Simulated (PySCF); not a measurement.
# AlO⁻: the SCF solver's settings

The same problem is solved with other solver options, one edit a run.

The runs use PySCF 2.14.0; method and basis as typed in the scripts.

### Step 1. The system as given

AlO⁻: 2 atoms, charge -1, spin multiplicity 1.

Bond lengths: Al1–O2 1.535 Å.

### Step 2. Base script

input.py

```python
from pyscf import gto, scf, mp

mol = gto.M(
    atom='Al 0 0 0; O 0 0 1.535',
    basis='6-31g*',
    charge=-1,
    spin=0,
    verbose=4,
)
mf = scf.RHF(mol)
mf.kernel()
mp.MP2(mf, frozen=6).kernel()
mf.dip_moment()
print('orbital energies (hartree):', mf.mo_energy[..., max(0, mol.nelec[1]-3):mol.nelec[0]+3].round(4))
```

Command:

```sh
$ OMP_NUM_THREADS=1 python input.py
```

The log of this run is left out.

It gives: E(SCF) = -316.759396 Eh, 10 cycles, E(MP2) − E(SCF) = -0.24795 Eh.

The bond length is a typed value, not an optimised one. The dipole of an ion depends on the origin.

### Step 3. Initial guess hcore

Edit 1 changes initial guess: minao → hcore.

input.py

```python
from pyscf import gto, scf, mp

mol = gto.M(
    atom='Al 0 0 0; O 0 0 1.535',
    basis='6-31g*',
    charge=-1,
    spin=0,
    verbose=4,
)
mf = scf.RHF(mol)
mf.init_guess = 'hcore'
mf.kernel()
mp.MP2(mf, frozen=6).kernel()
mf.dip_moment()
print('orbital energies (hartree):', mf.mo_energy[..., max(0, mol.nelec[1]-3):mol.nelec[0]+3].round(4))
```

Command:

```sh
$ OMP_NUM_THREADS=1 python input.py
```

### Step 4. DIIS space 4

Edit 2 changes DIIS space: default → 4.

input.py, as its differences from that of step 2:

```diff
@@ -10,2 +10,3 @@
 mf = scf.RHF(mol)
+mf.diis_space = 4
 mf.kernel()
```

### Step 5. Smearing width 0.005 hartree

Edit 3 changes smearing width: none → 0.005 hartree; step after the SCF: mp2 → none.

input.py, as its differences from that of step 2:

```diff
@@ -1,2 +1,2 @@
-from pyscf import gto, scf, mp
+from pyscf import gto, scf
 
@@ -10,4 +10,4 @@
 mf = scf.RHF(mol)
+mf = scf.addons.smearing_(mf, sigma=0.005, method='fermi')
 mf.kernel()
-mp.MP2(mf, frozen=6).kernel()
 mf.dip_moment()
```

Before running it: what results should come out? Wanted: for each run, E(SCF); from base; gap; after the SCF.

As calculated:

```
                         run  E(SCF) (hartree)  from base (eV)  cycles  gap (eV)                           after the SCF
                        base       -316.759396               0      10      9.58  MP2 correlation -6.747 eV, core frozen
         initial guess hcore       -316.759396          0.0000      15      9.58  MP2 correlation -6.747 eV, core frozen
                DIIS space 4       -316.759396          0.0000      10      9.58  MP2 correlation -6.747 eV, core frozen
smearing width 0.005 hartree       -316.759396          0.0000      10       n/a                                     n/a
```

Distance from each run's final energy (log10 hartree) by cycle:

```
                         run  cycle 1  cycle 2  cycle 3  cycle 5  cycle 8  cycle 12
                        base     -0.6     -0.5     -2.5     -4.9     -8.7      done
         initial guess hcore      1.2      0.9      0.6      0.4     -1.2      -6.2
                DIIS space 4     -0.6     -0.5     -2.5     -4.9     -8.1      done
smearing width 0.005 hartree     -0.6     -0.5     -2.5     -4.9     -8.7      done
```

What this shows: With initial guess hcore or DIIS space 4 or smearing width 0.005 hartree the SCF ends at the base energy. The base needs 10 cycles and the run with initial guess hcore needs 15.
